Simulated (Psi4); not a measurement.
# HF/STO-3G run of Si2H6 (disilane)

Aim: the vertical singlet–triplet gap of Si2H6 (disilane) at HF/STO-3G, from 2 runs. The job is set up through a QCSchema input.

The calculation is run with Psi4 1.11.

## Step 1: The molecule

Si2H6 has 8 atoms, charge 0, and is taken as a singlet. SMILES: `[SiH3][SiH3]`. The shape is that of a PBE0-D4/def2-TZVP optimisation.

Bond lengths: Si1–Si2 2.338 Å, Si1–H3 1.488 Å, Si1–H4 1.488 Å, Si1–H5 1.488 Å, Si2–H6 1.488 Å, Si2–H7 1.488 Å, Si2–H8 1.488 Å. Some angles: Si1–Si2–H6 110.3°, Si1–Si2–H7 110.3°, Si1–Si2–H8 110.3°, Si2–Si1–H3 110.3°, Si2–Si1–H4 110.3°, Si2–Si1–H5 110.3°, H6–Si2–H7 108.7°, H6–Si2–H8 108.7°, H7–Si2–H8 108.7°, H3–Si1–H4 108.7°.

## Step 2: Energy and gradient at HF/STO-3G

input.json reads:

```json
{
 "schema_name": "qcschema_input",
 "schema_version": 1,
 "molecule": {
  "schema_name": "qcschema_molecule",
  "schema_version": 2,
  "symbols": ["Si", "Si", "H", "H", "H", "H", "H", "H"],
  "geometry": [-0.64345175, 0.92634375, -1.89898578, 0.68691545, -0.95317786, 1.87271859, 1.57584262, 1.79183831, -3.39186942, -2.1030762, -0.91443847, -3.44289203, -2.28278916, 3.14469324, -1.35663438, 2.15239806, 0.88552566, 3.4134123, 2.32077265, -3.17568475, 1.33036719, -1.53256789, -1.8126253, 3.36862579],
  "molecular_charge": 0,
  "molecular_multiplicity": 1,
  "fix_symmetry": "c1",
  "fix_com": true,
  "fix_orientation": true
 },
 "driver": "gradient",
 "model": {
  "method": "scf",
  "basis": "STO-3G"
 },
 "keywords": {
  "puream": true,
  "e_convergence": 1e-09,
  "d_convergence": 1e-08,
  "scf_type": "pk"
 }
}
```

On the command line:

```
$ psi4 --qcschema input.json -n 1 --memory 1600MB
```

stdout:

```text
[...]
  Running in c1 symmetry.
[...]
  Nuclear repulsion =   90.773081169321117
[...]
  Multiplicity = 1
[...]
  Nalpha       = 17
  Nbeta        = 17
[...]
    Number of basis functions: 24
[...]
   @RHF iter   1:  -574.68801296207164   -2.49321e+00   3.23394e-03 ADIIS/DIIS
[...]
   @RHF iter   7:  -574.69316308527982   -6.82121e-13   2.85435e-09 DIIS
[...]
    Orbital Energies [Eh]
    ---------------------
    Doubly Occupied:
       1A    -67.951170     2A    -67.951062     3A     -5.939756
       4A     -5.938414     5A     -3.965569     6A     -3.964567
       7A     -3.964567     8A     -3.963545     9A     -3.962930
      10A     -3.962929    11A     -0.709630    12A     -0.628462
      13A     -0.432624    14A     -0.432613    15A     -0.401166
      16A     -0.401155    17A     -0.320669
[...]
  @RHF Final Energy:  -574.69316308527982
   => Energetics <=
    Nuclear Repulsion Energy =             90.7730811693211166
    One-Electron Energy =                -981.1508328766660725
    Two-Electron Energy =                 315.6845886220650073
    Total Energy =                       -574.6931630852799344
[...]
 Multipole Moments:
 ------------------------------------------------------------------------------------
     Multipole            Electronic (a.u.)      Nuclear  (a.u.)        Total (a.u.)
 ------------------------------------------------------------------------------------
 L = 1.  Multiply by 2.5417464519 to convert [e a0] to [Debye]
 Dipole X            :         -0.7391117            0.7390719           -0.0000398
 Dipole Y            :          0.4564137           -0.4563688            0.0000448
 Dipole Z            :          0.4467721           -0.4467312            0.0000409
 Magnitude           :                                                    0.0000726
[...]
  -Total Gradient:
     Atom            X                  Y                   Z
    ------   -----------------  -----------------  -----------------
       1       -0.000807697385     0.001107550353    -0.002223816209
       2        0.000779845250    -0.001077629221     0.002255892657
       3        0.027217873301     0.009689576865    -0.016509837197
       4       -0.017038879404    -0.022864606083    -0.017116561773
       5       -0.019203412623     0.025955817917     0.007978806289
       6        0.017106924235     0.022827400638     0.017063374358
       7        0.019148222372    -0.026024950994    -0.007979289056
       8       -0.027202875747    -0.009613159474     0.016531430926
[...]
```

The result, in JSON:

```text
{
 "driver": "gradient",
 "model": {
  "method": "scf",
  "basis": "STO-3G"
 },
 "success": true,
 "return_result": [-0.0008076973850728413, 0.0011075503525797975, -0.0022238162088205685, 0.0007798452499051811, -0.0010776292209690626, 0.0022558926569264184, 0.027217873301206452, 0.009689576864547633, -0.01650983719724039, -0.01703887940374324, -0.02286460608344351, -0.017116561772993505, -0.01920341262257258, 0.02595581791724938, 0.007978806289043593, 0.017106924234547252, 0.02282740063827285, 0.01706337435784344, 0.01914822237216099, -0.026024950994483792, -0.007979289056323488, -0.027202875747497746, -0.009613159474219382, 0.016531430925996266],
 "properties": {
  "calcinfo_nbasis": 24,
  "calcinfo_nmo": 24,
  "calcinfo_nalpha": 17,
  "calcinfo_nbeta": 17,
  "calcinfo_natom": 8,
  "nuclear_repulsion_energy": 90.77308116932112,
  "return_energy": -574.6931630852798,
  "return_gradient": [-0.0008076973850728413, 0.0011075503525797975, -0.0022238162088205685, 0.0007798452499051811, -0.0010776292209690626, 0.0022558926569264184, 0.027217873301206452, 0.009689576864547633, -0.01650983719724039, -0.01703887940374324, -0.02286460608344351, -0.017116561772993505, -0.01920341262257258, 0.02595581791724938, 0.007978806289043593, 0.017106924234547252, 0.02282740063827285, 0.01706337435784344, 0.01914822237216099, -0.026024950994483792, -0.007979289056323488, -0.027202875747497746, -0.009613159474219382, 0.016531430925996266],
  "scf_one_electron_energy": -981.1508328766661,
  "scf_two_electron_energy": 315.684588622065,
  "scf_dipole_moment": [-3.978866540399473e-05, 4.484284007943984e-05, 4.093859409692868e-05],
  "scf_total_energy": -574.6931630852798,
  "scf_total_gradient": [-0.0008076973850728413, 0.0011075503525797975, -0.0022238162088205685, 0.0007798452499051811, -0.0010776292209690626, 0.0022558926569264184, 0.027217873301206452, 0.009689576864547633, -0.01650983719724039, -0.01703887940374324, -0.02286460608344351, -0.017116561772993505, -0.01920341262257258, 0.02595581791724938, 0.007978806289043593, 0.017106924234547252, 0.02282740063827285, 0.01706337435784344, 0.01914822237216099, -0.026024950994483792, -0.007979289056323488, -0.027202875747497746, -0.009613159474219382, 0.016531430925996266],
  "scf_iterations": 7
 }
}
```

Run time: 1.6 s. Hardware: 1 thread of Intel Xeon 6975P-C (Granite Rapids), shared host; peak memory 0.18 GiB.

## Step 3: The triplet, same level

job.json reads:

```json
{
  "schema_name": "qcschema_input",
  "schema_version": 1,
  "molecule": {
    "schema_name": "qcschema_molecule",
    "schema_version": 2,
    "symbols": ["Si", "Si", "H", "H", "H", "H", "H", "H"],
    "geometry": [-0.64345175, 0.92634375, -1.89898578, 0.68691545, -0.95317786, 1.87271859, 1.57584262, 1.79183831, -3.39186942, -2.1030762, -0.91443847, -3.44289203, -2.28278916, 3.14469324, -1.35663438, 2.15239806, 0.88552566, 3.4134123, 2.32077265, -3.17568475, 1.33036719, -1.53256789, -1.8126253, 3.36862579],
    "molecular_charge": 0,
    "molecular_multiplicity": 3,
    "fix_symmetry": "c1"
  },
  "driver": "gradient",
  "model": {
    "method": "hf",
    "basis": "STO-3G"
  },
  "keywords": {
    "reference": "uhf",
    "puream": true,
    "e_convergence": 1e-09,
    "d_convergence": 1e-08,
    "scf_type": "pk",
    "maxiter": 200
  }
}
```

On the command line:

```
$ psi4 --qcschema job.json -n 1 --memory 1600MB
```

stdout (excerpt; [...] marks lines left out):

```text
[...]
  Running in c1 symmetry.
[...]
  Nuclear repulsion =   90.773081169321117
[...]
  Multiplicity = 3
[...]
  Nalpha       = 18
  Nbeta        = 16
[...]
    Number of basis functions: 24
[...]
   @UHF iter   1:  -574.32477664820203   -2.12997e+00   4.29079e-03 DIIS/ADIIS
[...]
   @UHF iter  10:  -574.34796201942572   -2.72848e-12   5.23684e-09 DIIS
[...]
   @S^2 Observed:                2.003201554E+00
[...]
  @UHF Final Energy:  -574.34796201942572
   => Energetics <=
    Nuclear Repulsion Energy =             90.7730811693211166
    One-Electron Energy =                -981.4230420628384763
    Two-Electron Energy =                 316.3019988740916233
    Total Energy =                       -574.3479620194257222
  UHF NO Occupations:
  HONO-2 :   16  A 1.9995538
  HONO-1 :   17  A 1.0000000
[...]
 Multipole Moments:
 ------------------------------------------------------------------------------------
     Multipole            Electronic (a.u.)      Nuclear  (a.u.)        Total (a.u.)
 ------------------------------------------------------------------------------------
 L = 1.  Multiply by 2.5417464519 to convert [e a0] to [Debye]
 Dipole X            :         -0.0001354            0.0000845           -0.0000509
 Dipole Y            :          0.0001555           -0.0000845            0.0000709
 Dipole Z            :          0.0001379           -0.0000845            0.0000534
 Magnitude           :                                                    0.0001023
[...]
  -Total Gradient:
     Atom            X                  Y                   Z
    ------   -----------------  -----------------  -----------------
       1        0.075837729385    -0.107165678539     0.215057165296
       2       -0.075866255712     0.107197505005    -0.215025654519
       3        0.024424325154     0.006437194260    -0.010422132987
       4       -0.013211175466    -0.021249850536    -0.010932894264
       5       -0.015053947413     0.020267704825     0.010405538966
       6        0.013270570528     0.021214878093     0.010887157405
       7        0.015007739082    -0.020329599480    -0.010408372141
       8       -0.024408985559    -0.006372153624     0.010439192247
[...]
```

The result, in JSON:

```text
{
 "driver": "gradient",
 "model": {
  "method": "hf",
  "basis": "STO-3G"
 },
 "success": true,
 "return_result": [0.07583772938539712, -0.10716567853910358, 0.2150571652962655, -0.07586625571238245, 0.10719750500492434, -0.215025654519297, 0.024424325154159432, 0.0064371942598433485, -0.010422132986639132, -0.013211175465887376, -0.021249850536094822, -0.010932894263560505, -0.015053947413098595, 0.020267704824992627, 0.010405538965927108, 0.013270570528245984, 0.02121487809310929, 0.010887157404688153, 0.015007739081851601, -0.020329599480484545, -0.010408372141006067, -0.02440898555879309, -0.00637215362414921, 0.010439192247107001],
 "properties": {
  "calcinfo_nbasis": 24,
  "calcinfo_nmo": 24,
  "calcinfo_nalpha": 18,
  "calcinfo_nbeta": 16,
  "calcinfo_natom": 8,
  "nuclear_repulsion_energy": 90.77308116932112,
  "return_energy": -574.3479620194257,
  "return_gradient": [0.07583772938539712, -0.10716567853910358, 0.2150571652962655, -0.07586625571238245, 0.10719750500492434, -0.215025654519297, 0.024424325154159432, 0.0064371942598433485, -0.010422132986639132, -0.013211175465887376, -0.021249850536094822, -0.010932894263560505, -0.015053947413098595, 0.020267704824992627, 0.010405538965927108, 0.013270570528245984, 0.02121487809310929, 0.010887157404688153, 0.015007739081851601, -0.020329599480484545, -0.010408372141006067, -0.02440898555879309, -0.00637215362414921, 0.010439192247107001],
  "scf_one_electron_energy": -981.4230420628385,
  "scf_two_electron_energy": 316.3019988740916,
  "scf_dipole_moment": [-5.0863499651443433e-05, 7.093145790104671e-05, 5.335332800004977e-05],
  "scf_total_energy": -574.3479620194257,
  "scf_total_gradient": [0.07583772938539712, -0.10716567853910358, 0.2150571652962655, -0.07586625571238245, 0.10719750500492434, -0.215025654519297, 0.024424325154159432, 0.0064371942598433485, -0.010422132986639132, -0.013211175465887376, -0.021249850536094822, -0.010932894263560505, -0.015053947413098595, 0.020267704824992627, 0.010405538965927108, 0.013270570528245984, 0.02121487809310929, 0.010887157404688153, 0.015007739081851601, -0.020329599480484545, -0.010408372141006067, -0.02440898555879309, -0.00637215362414921, 0.010439192247107001],
  "scf_iterations": 10
 }
}
```

It took 1.4 s on 1 thread of Intel Xeon 6975P-C (Granite Rapids), shared host; peak memory 0.18 GiB.

## Step 4: Results

Level: HF/STO-3G.

| quantity | value |
| --- | --- |
| singlet: total energy | -574.69316 Eh |
| singlet: dipole moment | 0.00 D |
| singlet: HOMO energy | -8.73 eV |
| singlet: LUMO energy | 11.05 eV |
| singlet: HOMO–LUMO gap | 19.78 eV |
| singlet: largest force on an atom | 1.711 eV/Å |
| triplet: total energy | -574.34796 Eh |
| triplet: dipole moment | 0.00 D |
| triplet: HOMO energy (highest over α and β) | 0.37 eV |
| triplet: LUMO energy (lowest over α and β) | 1.66 eV |
| triplet: ⟨S²⟩ | 2.003 |
| triplet: largest force on an atom | 12.956 eV/Å |
| vertical energy of the triplet above the singlet | 9.393 eV |

What this shows: At this shape the triplet lies 9.39 eV (906 kJ/mol) above the singlet. The largest force (singlet) is 1.71 eV/Å: the shape isn't a stationary point for this species at this level. In a minimal basis such a difference can be off by several eV, whatever the method.
